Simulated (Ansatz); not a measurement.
The input, for Ansatz 0.2.0:

```yaml
crystal:
  periodic: [false, false, false]
  atoms:
    - {symbol: C, position_ang: [0.000000, 0.000000, -1.276165]}
    - {symbol: Si, position_ang: [0.000000, 0.000000, 0.604004]}
    - {symbol: H, position_ang: [0.000000, -1.019762, -1.668062]}
    - {symbol: H, position_ang: [-0.883140, 0.509881, -1.668062]}
    - {symbol: H, position_ang: [0.883140, 0.509881, -1.668062]}
    - {symbol: H, position_ang: [0.000000, 1.391234, 1.126983]}
    - {symbol: H, position_ang: [-1.204844, -0.695617, 1.126983]}
    - {symbol: H, position_ang: [1.204844, -0.695617, 1.126983]}
basis:
  gaussian: {orbitals: "6-31G*"}
magnetization: {spin_polarized: true, initial_magnetization: 0}
hamiltonian: {xc: hf}
output: {orbitals: {seedname: orbitals}}
```

```sh
$ ansatz run in.yaml --threads 1 --pin off --events-out ev --progress --plain --max-ram 4160MiB --backend cpu
```

Roughly how long does this take on 1 thread of AMD EPYC 7R13, shared host, and how much host memory?

0.27 s wall and 0.11 GiB.

```
499 factors; integrals over basis functions are off by at most 1.3e-3 eV
mean field evaluation 1: about -8985.9836 eV, gradient 1.4e1 eV
mean field evaluation 2: about -8986.0133 eV, gradient 1.4e1 eV
mean field evaluation 4: about -8987.1501 eV, gradient 1.4e0 eV
mean field evaluation 8: about -8987.1654 eV, gradient 4.4e-4 eV
mean field -8987.16537744 eV, -330.2722359014 hartree, gradient 2.2e-5 eV, S^2 0.000000; 0 other end points of the search recorded, 0 dependent functions left out
reference -8987.16537744 eV, -330.2722359014 hartree; 13, 13 occupied and 33, 33 virtual orbitals, 499 factors
Total energy: -8987.16537744 eV, -330.2722359014 hartree
```
